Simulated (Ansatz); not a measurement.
# CH₅B (triplet): wave-function methods side by side at distance B1–H4 along a hydrogen transfer = 1.578 Å, cc-pVDZ

How much of the correlation energy of CH₅B (triplet) does each wave-function method recover here?

Method: cc-pVDZ, core rule «outside noble gas», up to 2 orbitals frozen; program: Ansatz 0.2.0, Gaussian basis.

To be run: UHF; CCSD(T) on ROHF; CCSD(T) on UHF; BCCD(T) on ROHF; CISD; CCSDT(Q) on ROHF; CCSDT(Q) on UHF; CASSCF and NEVPT2, 4 electrons in 4 orbitals.

7 further runs of the same task are left out: 6 that didn't finish, 1 set aside as unsound or not needed.

### Step 1. The system

The geometry derives from fragments relaxed apart (PBE0/def2-TZVP) and kept rigid, so it is no stationary point. A hydrogen atom is moved between rigid fragments.

7 atoms, charge 0, spin multiplicity 3.

Atoms are counted from 1 here; the program's logs count them from 0.

Bond lengths: B1–H2 1.193 Å, B1–H3 1.193 Å, C5–H6 1.079 Å, C5–H7 1.079 Å. Angles: H2–B1–H3 120.0°, H6–C5–H7 134.8°.

### Step 2. UHF

The input, in.yaml:

```yaml
crystal:
  periodic: [false, false, false]
  atoms:
    - {symbol: B, position_ang: [-1.532072, 0.000000, 0.000000]}
    - {symbol: H, position_ang: [-2.128805, 1.033571, 0.000000]}
    - {symbol: H, position_ang: [-2.128805, -1.033571, 0.000000]}
    - {symbol: H, position_ang: [0.045928, 0.000000, 0.000000]}
    - {symbol: C, position_ang: [1.423928, 0.000000, 0.000000]}
    - {symbol: H, position_ang: [1.838396, 0.000000, 0.996161]}
    - {symbol: H, position_ang: [1.838396, 0.000000, -0.996161]}
basis:
  gaussian: {orbitals: cc-pVDZ}
magnetization: {spin_polarized: true, initial_magnetization: 2}
hamiltonian: {xc: hf}
output: {orbitals: {seedname: orbitals}}
```

Command:

```sh
$ ansatz run in.yaml --threads 1 --pin off --events-out ev --progress --plain --max-ram 2393MiB
```

After this run come: CCSD(T) on ROHF; CCSD(T) on UHF; BCCD(T) on ROHF; CISD; CCSDT(Q) on ROHF; CCSDT(Q) on UHF; CASSCF and NEVPT2, 4 electrons in 4 orbitals.

Before running them: what should the planned runs give, taken together? Wanted: UCCSDT(Q) below the RHF energy; RMP2 from UCCSDT(Q); UMP2 from UCCSDT(Q); RCCSD from UCCSDT(Q); RCCSD(T) from UCCSDT(Q); UCCSD(T) from UCCSDT(Q); RCCSDT(Q) from UCCSDT(Q); NEVPT2 pair from UCCSDT(Q); T1 diagnostic.

As calculated:

| quantity | value |
| --- | --- |
| UCCSDT(Q) below the RHF energy | -7.2945 eV |
| RMP2 from UCCSDT(Q) | +1324.9 meV |
| UMP2 from UCCSDT(Q) | +1405.5 meV |
| RCCSD from UCCSDT(Q) | +181.4 meV |
| RCCSD(T) from UCCSDT(Q) | +33.2 meV |
| UCCSD(T) from UCCSDT(Q) | +34.7 meV |
| RCCSDT(Q) from UCCSDT(Q) | +0.7 meV |
| NEVPT2 pair from UCCSDT(Q) | +1323.1 meV |
| levels within 1 kcal/mol (43 meV) | RCCSD(T), UCCSD(T), BCCD(T), RCCSDT, UCCSDT, RCCSDT(Q) |
| T1 diagnostic | 0.021 |

What this shows: RCCSD(T) misses by +33.2 meV, 0.5 % of the correlation energy. These misses are within one basis, not against nature; the frozen cores of restricted and unrestricted runs differ, which can shift their rows.
